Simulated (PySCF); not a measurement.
# XPS shifts beside NMR shieldings

Species: C₃H₄F₂.
Numbering: `[F:1]/[CH:2]=[CH:3]\[CH2:4][F:5]`

Structure used (PBE0-D3(BJ)/def2-SVP), in Å, numbered top down from 1:
```xyz
9
C3H4F2 angstrom
F      1.2079   -1.4129   -0.8855
C      1.3400   -0.2378   -0.2754
C      0.3012    0.4502    0.1886
C     -1.1176    0.0085    0.0878
F     -1.7293    0.0715    1.3177
H      2.3822    0.0884   -0.2122
H      0.5039    1.4118    0.6675
H     -1.6771    0.6664   -0.6017
H     -1.1784   -1.0229   -0.2939
```

Binding energies: delta-SCF UKS SCAN, pcX-2 on the ionised atom, pcseg-1 elsewhere, spin-free X2C in PySCF. Shieldings: GIAO HF/pcSseg-2, non-relativistic, same geometry.

```
atom  C 1s (eV)
  C2     293.31
  C3     291.08
  C4     293.46
```

**Question.** What are the absolute isotropic shieldings of these atoms?

**Answer.** 
| atom | environment | C 1s (eV) | isotropic shielding (ppm) |
| --- | --- | --- | --- |
| C3 | alkene CH carbon | 291.08 | 74.8 |
| C2 | vinylic C–F carbon | 293.31 | 34.2 |
| C4 | sp3 C–F carbon | 293.46 | 122.0 |

**Question.** Among the listed atoms, is the one with the highest binding energy also the least shielded?

**Answer.** No. The highest binding energy is at C4 (293.46 eV, shielding 122.0 ppm), the lowest shielding at C2 (34.2 ppm, 293.31 eV).

By binding energy: C3 < C2 < C4. By shielding: C2 < C3 < C4.

The structure is a single PBE0-D3(BJ)/def2-SVP conformer in the gas phase; no vibrational or solvent corrections.
